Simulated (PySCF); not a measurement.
**Potential energy of NaAl⁺ along the bond**

Set-up: PySCF, no relativity, basis sets Na def2-SVPD, Al def2-SVPD. Energies in eV from Na⁺ + Al in their ground configurations at the same level. State: ²Σ⁺ (doublet), unpaired electrons σ ↑.

All columns are PBE0. A positive dipole points towards Al; it is taken about the centre of mass and depends on that origin.

```tsv
R (Å)	E (eV)	μ (D)	Mulliken charge on Na (basis-dependent)	HOMO (eV)	LUMO (eV)	Mayer bond order	⟨S²⟩
2.940	-0.839	-3.44	0.77	-9.29	-6.68	0.37	0.76
3.077	-0.909	-3.58	0.74	-9.20	-6.57	0.40	0.76
3.214	-0.948	-3.72	0.73	-9.11	-6.48	0.41	0.76
3.316	-0.962	-3.82	0.72	-9.03	-6.43	0.42	0.76
3.419	-0.966	-3.93	0.71	-8.96	-6.39	0.42	0.76
3.522	-0.962	-4.04	0.71	-8.88	-6.34	0.42	0.76
3.658	-0.947	-4.18	0.71	-8.77	-6.28	0.42	0.76
3.829	-0.918	-4.36	0.71	-8.64	-6.20	0.42	0.76
4.034	-0.873	-4.59	0.70	-8.48	-6.10	0.42	0.76
4.308	-0.804	-4.91	0.70	-8.27	-5.96	0.42	0.75
```

A fit through these points gives, at Re = 3.414 Å, μ = -3.92 D and dμ/dR = -1.04 D/Å; the reduced mass is 12.41 u.

Problem. How strong is the fundamental in the double-harmonic approximation, I = 42.26·(dμ/dR)²/μred km/mol?

Solution. I = 42.26·(-1.04)²/12.41 = 3.68 km/mol at PBE0.

For an ion De counts to the pair picked by the measured ionisation energies or electron affinities, which need not be the lowest pair at this level. The state was picked by a PBE0 search and need not be the measured ground state.
